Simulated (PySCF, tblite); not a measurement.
**C₅H₆O: geometry, infrared bands, NMR shifts and spin-spin couplings**

What infrared bands, NMR shifts and spin-spin couplings should C₅H₆O (`OCC=C1C=C1`) show?

Programs: tblite 0.8.0 and PySCF 2.14.0, with density-fitted response routines of our own. Each step states its level of theory. These are calculated values for one molecule in the gas phase, unless marked as measured. Atoms are numbered from 0 throughout.

**1. The molecule as given**

12 atoms, charge 0, multiplicity 1; geometry from: force field or distance geometry start.

Bonds of the start (Å): O0–C1 1.40, C1–C2 1.50, C2–C3 1.31, C3–C4 1.37, C4–C5 1.32, C5–C3 1.37, O0–H6 0.97, C1–H7 1.10, C1–H8 1.10, C2–H9 1.09, C4–H10 1.06, C5–H11 1.05.

**2. Relaxing the molecule with GFN2-xTB**

Job settings and geometry (Å):

```
{"job": {"kind": "relax", "xc": "GFN2-xTB", "basis": "xTB"}, "charge": 0, "multiplicity": 1}
O     -2.467500    -0.148600    -0.536400
C     -1.400900    -0.744400     0.149700
C     -0.425700     0.314200     0.556400
C      0.826500     0.349400     0.183200
C      1.911700    -0.186800    -0.464900
C      2.063300     0.939100     0.204900
H     -2.089400     0.334600    -1.293800
H     -1.787700    -1.240700     1.053600
H     -0.940500    -1.512700    -0.485100
H     -0.825600     1.109600     1.191400
H      2.391300    -0.904300    -1.078900
H      2.745900     1.689800     0.493800
```

Launch:

```bash
> OMP_NUM_THREADS=1 python probes_run.py task.json out
```

This one command runs all jobs of the session in turn.

**Question.** This job is followed by: GFN2-xTB harmonic vibrations, gas phase; GIAO PBE0/pcSseg-1 NMR shielding, non-relativistic, gas phase; B3LYP/pcJ-1 indirect spin-spin coupling, non-relativistic, gas phase. What will the session give for the following? strongest single infrared mode (GFN2-xTB); zero-point energy (GFN2-xTB); 13C shifts against TMS (PBE0/pcSseg-1); 1H shifts against TMS (PBE0/pcSseg-1, means over atoms taken as alike); 17O shifts against H2O (PBE0/pcSseg-1); surface potential, 1st and 99th percentile; largest coupling of the table (B3LYP/pcJ-1).

**Answer**, as computed:

| quantity | value |
| --- | --- |
| strongest single infrared mode (GFN2-xTB) | 1953 cm⁻¹, 173 km/mol |
| zero-point energy (GFN2-xTB) | 57.4 kcal/mol |
| 13C shifts against TMS (PBE0/pcSseg-1) | 142.7, 142.6, 118.6, 85.9, 69.7 ppm |
| 1H shifts against TMS (PBE0/pcSseg-1, means over atoms taken as alike) | 8.34, 8.23, 4.88, 4.50, -0.17 ppm |
| 17O shifts against H2O (PBE0/pcSseg-1) | 57.3 ppm |
| surface potential, 1st and 99th percentile | -1.93 V and 1.61 V |
| largest coupling of the table (B3LYP/pcJ-1) | 1J(C,H) C5–H11, 237.0 Hz |

In words: Over 32 steps the energy fell by 0.326 eV; of the close pairs, C3–C5 changed most, 1.370 to 1.450 Å. All 30 modes are real, so the xTB geometry is a minimum. The strongest single mode, at 1953 cm⁻¹, moves mainly C3. GFN2-xTB is a fitted tight-binding method: band positions and strengths are rough. Its intensities can rank the bands wrongly. At PBE0/pcSseg-1, counted by nearest atom on the grid, the HOMO lies on C2 37 %; C3 19 %, the LUMO on C4, C5 about 36 % each; H10, H11 about 12 % each. In the run at B3LYP/pcJ-1, the largest coupling of the table is C5–H11, 237.0 Hz, of which the Fermi-contact term gives 237.7 Hz. Couplings across rotatable bonds belong to this one conformer; where others are populated, the observed values are averages.
